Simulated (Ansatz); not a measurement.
C2HF2N can be A, `FC1=C(F)N1`, or B, `N#CC(F)F`.

Program: Ansatz. Geometries: PBE0-D4/def2-TZVP. ΔE: electronic, gas phase. CCSD(T)/CBS is the MP2 limit (def2-TZVPP, def2-QZVPP) plus CCSD(T) − MP2 in def2-TZVPP, frozen cores. Functionals use def2-TZVPP. B3LYP here is the variant with VWN-RPA as its local correlation; programs differ in this.

(1) Which is lower in electronic energy at CCSD(T)/CBS, and by how much? (An estimate is asked.)

(2) Give E(B) − E(A) in kcal/mol with PBE0-D4, CCSD/def2-TZVPP, r2SCAN-D4, B3LYP, LDA (SPW92), CCSD(T)/def2-SVP, CCSD(T)/def2-TZVPP. (An estimate is asked.)

(3) Does the order hold for the free energy at 298.15 K (harmonic terms from PBE0-D4)? (Estimate.)

Largest T1 diagnostic: 0.013.

Answers

(1) The calculation gave: B, by 88.5 kcal/mol.

(2) The calculation gave: PBE0-D4 -80.8, CCSD/def2-TZVPP -92.3, r2SCAN-D4 -83.9, B3LYP -86.7, LDA (SPW92) -71.6, CCSD(T)/def2-SVP -92.8, CCSD(T)/def2-TZVPP -90.5. None reverses the order clearly.

(3) The calculation gave: Yes: G(B) − G(A) = -88.0 kcal/mol.

From BLYP to BHLYP (50 % exact exchange), in def2-TZVPP and without D4, E(B) − E(A) moves by −6.5 kcal/mol. At CCSD(T), def2-SVP lies −4.3 kcal/mol from the extrapolated value and def2-TZVPP −2.1 kcal/mol.
